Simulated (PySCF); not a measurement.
Molecule: `C1CCCC1`, C₅H₁₀.

Molfile (atoms numbered from 1):
```
C5H10
     RDKit          3D

 15 15  0  0  0  0  0  0  0  0999 V2000
    0.4436    0.8482    0.8479 C   0  0  0  0  0  0  0  0  0  0  0  0
    1.2725   -0.1730    0.0656 C   0  0  0  0  0  0  0  0  0  0  0  0
    0.2426   -1.1505   -0.5431 C   0  0  0  0  0  0  0  0  0  0  0  0
   -1.1359   -0.4739   -0.3726 C   0  0  0  0  0  0  0  0  0  0  0  0
   -0.8280    0.9744    0.0143 C   0  0  0  0  0  0  0  0  0  0  0  0
    0.1927    0.4512    1.8471 H   0  0  0  0  0  0  0  0  0  0  0  0
    0.9674    1.8043    1.0010 H   0  0  0  0  0  0  0  0  0  0  0  0
    2.0260   -0.6790    0.6877 H   0  0  0  0  0  0  0  0  0  0  0  0
    1.8229    0.3436   -0.7377 H   0  0  0  0  0  0  0  0  0  0  0  0
    0.2658   -2.1276   -0.0371 H   0  0  0  0  0  0  0  0  0  0  0  0
    0.4670   -1.3483   -1.6023 H   0  0  0  0  0  0  0  0  0  0  0  0
   -1.6953   -0.9582    0.4445 H   0  0  0  0  0  0  0  0  0  0  0  0
   -1.7642   -0.5518   -1.2725 H   0  0  0  0  0  0  0  0  0  0  0  0
   -0.6198    1.5747   -0.8887 H   0  0  0  0  0  0  0  0  0  0  0  0
   -1.6572    1.4660    0.5460 H   0  0  0  0  0  0  0  0  0  0  0  0
  1  2  1  0
  2  3  1  0
  3  4  1  0
  4  5  1  0
  5  1  1  0
  1  6  1  0
  1  7  1  0
  2  8  1  0
  2  9  1  0
  3 10  1  0
  3 11  1  0
  4 12  1  0
  4 13  1  0
  5 14  1  0
  5 15  1  0
M  END
```

Geometry PBE0-D3(BJ)/def2-SVP throughout; GIAO in PySCF 2.14.0 with density-fitted response routines, gas phase, one conformer, non-relativistic; equivalent atoms averaged; basis pcSseg-1.

For orientation, LDA gives these absolute shieldings σ: C1/C2/C3/C4/C5 151.7, H6/H7/H8/H9/H10/H11/H12/H13/H14/H15 29.28 ppm.

A run gave: C1/C2/C3/C4/C5 150.2, H6/H7/H8/H9/H10/H11/H12/H13/H14/H15 29.76 ppm (absolute shieldings σ).

Q: Which functional was used in that run?
A. CAM-B3LYP
B. OPBE
C. mPW1PW91
D. BP86

A: D. C1/C2/C3/C4/C5 tells them apart best: BP86 gives 150.2, mPW1PW91 gives 155.4, CAM-B3LYP gives 154.5, OPBE gives 156.4 ppm.
